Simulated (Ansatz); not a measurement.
# One shape, several levels: AlH2SF (SMILES [F][AlH][SH])

Aim: a comparison of 6 runs (HF/STO-3G, BLYP/STO-3G, UPBE/STO-3G, CCSDT(Q)/STO-3G, CCSD/STO-3G, CCSD(T)/STO-3G) of AlH2SF. 

The results are computed with Ansatz 0.2.0.

65 further runs of the same task are left out: 1 that didn't finish, 64 set aside as unsound or not needed.

**1. The system as given**

AlH2SF: 5 atoms, total charge 0, spin state singlet. As SMILES, `[F][AlH][SH]`. The H5–S3 distance was set to 1.682 Å, away from the relaxed value.

Bond lengths: F1–Al2 1.645 Å, Al2–S3 2.169 Å, Al2–H4 1.569 Å. Angles: F1–Al2–S3 116.3°, F1–Al2–H4 119.8°, S3–Al2–H4 123.9°. A long bond or contact: S3–H5 1.682 Å.

**2. The energy at HF/STO-3G (run 1)**

Input file molecule.yaml:

```yaml
crystal:
  periodic: [false, false, false]
  atoms:
    - {symbol: F, position_ang: [-1.212549, -1.779679, 1.108880]}
    - {symbol: Al, position_ang: [-0.522949, -0.552979, 0.256180]}
    - {symbol: S, position_ang: [1.527051, -0.061279, 0.764880]}
    - {symbol: H, position_ang: [-1.350149, 0.186521, -0.853820]}
    - {symbol: H, position_ang: [1.572300, 1.158200, -0.392100]}
basis:
  gaussian:
    orbitals: STO-3G
magnetization:
  spin_polarized: false
hamiltonian:
  xc: hf
accuracy: high
```

Launch:

```bash
$ ansatz run molecule.yaml --threads 1 --pin off --max-ram 2610MiB --events-out events.jsonl --progress --plain --runs-dir runs
```

The program printed:

```text
Warning: RAYON_NUM_THREADS=1 ignored (pool sized by the plan → 1); use --threads N
Functional definition: HF
  name "HF"
  exchange = exact_x
  correlation = 0
454 factors; integrals over basis functions are off by at most 3.5e-8 eV
mean field evaluation 1: about -19899.8018 eV, gradient 2.4e1 eV
mean field evaluation 2: about -19899.8154 eV, gradient 2.4e1 eV
mean field evaluation 4: about -19902.4918 eV, gradient 1.1e0 eV
mean field evaluation 8: about -19902.4988 eV, gradient 5.8e-5 eV
mean field -19902.49879324 eV, -731.4033402534 hartree, gradient 2.0e-8 eV, S^2 0.000000; 0 other end points of the search recorded, 0 dependent functions left out
reference -19902.49879324 eV, -731.4033402534 hartree; 20, 20 occupied and 5, 5 virtual orbitals, 454 factors
Total energy: -19902.49879324 eV, -731.4033402534 hartree
```

It took 0.08 s on 1 thread of AMD EPYC 9R45 (Zen 5), shared host.

**3. The energy at BLYP/STO-3G (run 2)**

Input file input.yaml:

```yaml
crystal:
  periodic: [false, false, false]
  atoms:
    - {symbol: F, position_ang: [-1.212549, -1.779679, 1.108880]}
    - {symbol: Al, position_ang: [-0.522949, -0.552979, 0.256180]}
    - {symbol: S, position_ang: [1.527051, -0.061279, 0.764880]}
    - {symbol: H, position_ang: [-1.350149, 0.186521, -0.853820]}
    - {symbol: H, position_ang: [1.572300, 1.158200, -0.392100]}
basis:
  gaussian: {orbitals: STO-3G}
accuracy: high
hamiltonian: {xc: {name: BLYP}}
```

Launch:

```bash
$ ansatz run input.yaml --threads 1 --pin off --max-ram 2610MiB --events-out events.jsonl --progress --plain --runs-dir runs
```

The program printed:

```text
Warning: RAYON_NUM_THREADS=1 ignored (pool sized by the plan → 1); use --threads N
Functional definition: BLYP
  name "BLYP"
  parameter beta = 0.0042
  parameter a = 0.04918
  parameter b = 0.132
  parameter c = 0.2533
  parameter d = 0.349
  exchange = b88_x(beta = beta)
  correlation = lyp_c(a = a, b = b, c = c, d = d)
454 factors; integrals over basis functions are off by at most 3.5e-8 eV
mean field evaluation 1: about -19938.0923 eV, gradient 2.6e1 eV
mean field evaluation 2: about -19925.0316 eV, gradient 7.7e1 eV
mean field evaluation 4: about -19940.6151 eV, gradient 5.1e0 eV
mean field evaluation 8: about -19940.6689 eV, gradient 2.5e-1 eV
mean field evaluation 16: about -19940.6692 eV, gradient 6.4e-7 eV
mean field -19940.66918389 eV, -732.8060762370 hartree, gradient 3.0e-8 eV, S^2 0.000000; 0 other end points of the search recorded, 0 dependent functions left out
reference -19940.66922033 eV, -732.8060775761 hartree; 20, 20 occupied and 5, 5 virtual orbitals, 454 factors
Total energy: -19940.66922033 eV, -732.8060775761 hartree
```

Run time: 0.5 s. Hardware: 1 thread of AMD EPYC 9R45 (Zen 5), shared host.

Run 3 isn't shown in full; the table further down has it.

**4. A single-point energy at CCSDT(Q)/STO-3G (run 4)**

Changes to molecule.yaml since step 2:

```diff
@@ -11,6 +11,7 @@
     orbitals: STO-3G
-magnetization:
-  spin_polarized: false
-hamiltonian:
-  xc: hf
+correlation:
+  method: ccsdt_q
+  frozen_orbitals: {Al: 5, F: 1, H: 0, S: 5}
 accuracy: high
+scf:
+  omitted_lower_state_checks: [cluster_reference, increment]
```

Launch:

```bash
$ ansatz run molecule.yaml --threads 1 --pin off --max-ram 2610MiB --events-out events.jsonl --progress --plain --runs-dir runs
```

The program printed, cut to the lines that bear on the results:

```text
Warning: RAYON_NUM_THREADS=1 ignored (pool sized by the plan → 1); use --threads N
[... 2 set-up lines as earlier in the session ...]
[...]
454 factors; integrals over basis functions are off by at most 3.5e-8 eV
[...]
mean field -19902.49879324 eV, -731.4033402534 hartree, gradient 2.0e-8 eV, S^2 0.000000; 0 other end points of the search recorded, 0 dependent functions left out
11 core orbitals not correlated: weight in the atoms' cores, before any rotation towards them, 0.999 or more for the frozen orbitals, at most 0.000 for the correlated occupied ones
reference -19902.49879324 eV, -731.4033402534 hartree; 9, 9 occupied and 5, 5 virtual orbitals, 454 factors
second order -2.15031510 eV of doubles, -0.00000000 eV of singles
cycle   1  -2.57211838 eV  change   -4.2e-1 eV  update   9.8e-2
[...]
cycle  27  -3.06146360 eV  change   -1.0e-9 eV  update   1.8e-9
perturbative correction -0.00636893 eV, -0.0002340539 hartree
Total energy: -19905.56662577 eV, -731.5160810194 hartree
Checks for a lower state left out: cluster_reference, increment
```

Run time: 0.24 s. Hardware: 1 thread of AMD EPYC 9R45 (Zen 5), shared host.

Run 5 isn't shown in full; the table further down has it.

**5. A single-point energy at CCSD(T)/STO-3G (run 6)**

Input file in.yaml:

```yaml
crystal:
  periodic: [false, false, false]
  atoms:
    - {symbol: F, position_ang: [-1.212549, -1.779679, 1.108880]}
    - {symbol: Al, position_ang: [-0.522949, -0.552979, 0.256180]}
    - {symbol: S, position_ang: [1.527051, -0.061279, 0.764880]}
    - {symbol: H, position_ang: [-1.350149, 0.186521, -0.853820]}
    - {symbol: H, position_ang: [1.572300, 1.158200, -0.392100]}
basis:
  gaussian: {orbitals: STO-3G}
correlation: {method: ccsd_t, frozen_orbitals: {Al: 5, F: 1, H: 0, S: 5}}
accuracy: high
scf: {omitted_lower_state_checks: [cluster_reference, increment]}
```

Launch:

```bash
$ ansatz run in.yaml --threads 1 --pin off --max-ram 2610MiB --events-out events.jsonl --progress --plain --runs-dir runs
```

The program printed, cut to the lines that bear on the results:

```text
Warning: RAYON_NUM_THREADS=1 ignored (pool sized by the plan → 1); use --threads N
[... 2 set-up lines as earlier in the session ...]
[...]
454 factors; integrals over basis functions are off by at most 3.5e-8 eV
[...]
mean field -19902.49879324 eV, -731.4033402534 hartree, gradient 2.0e-8 eV, S^2 0.000000; 0 other end points of the search recorded, 0 dependent functions left out
11 core orbitals not correlated: weight in the atoms' cores, before any rotation towards them, 0.999 or more for the frozen orbitals, at most 0.000 for the correlated occupied ones
reference -19902.49879324 eV, -731.4033402534 hartree; 9, 9 occupied and 5, 5 virtual orbitals, 454 factors
second order -2.15031510 eV of doubles, -0.00000000 eV of singles
cycle   1  -2.57211839 eV  change   -4.2e-1 eV  update   9.1e-2
[...]
cycle  22  -2.93475268 eV  change   -1.0e-9 eV  update  9.9e-10
perturbative correction -0.11092300 eV, -0.0040763450 hartree
Total energy: -19905.54446892 eV, -731.5152667701 hartree
Checks for a lower state left out: cluster_reference, increment
```

It took 0.12 s on 1 thread of AMD EPYC 9R45 (Zen 5), shared host.

**6. All runs side by side**

```tsv
run	level	frozen core orbitals	energy (Eh)	wall time
1	HF/STO-3G	–	-731.403340	0.08 s
2	BLYP/STO-3G	–	-732.806078	0.5 s
3	UPBE/STO-3G	–	-732.471572	0.8 s
4	CCSDT(Q)/STO-3G	11	-731.516081	0.24 s
5	CCSD/STO-3G	11	-731.511190	0.12 s
6	CCSD(T)/STO-3G	11	-731.515267	0.12 s
```

**7. What came out**

```
                                           quantity          value
                                run 6: total energy  -731.51527 Eh
run 6: correlation energy (11 core orbitals frozen)     -111.9 mEh
                              run 6: (T) correction      -4.08 mEh
                               run 6: T1 diagnostic          0.015
```

Below the HF energy at the same shape and in the same basis (STO-3G): CCSDT(Q) -112.7 mEh; CCSD -107.9 mEh; CCSD(T) -111.9 mEh. Totals of different functionals can't be ranked against each other. In runs 1, 2, 3, 4, 5, 6 the basis is minimal, so the values are rough. All runs together took 1.9 s, the longest 0.8 s.
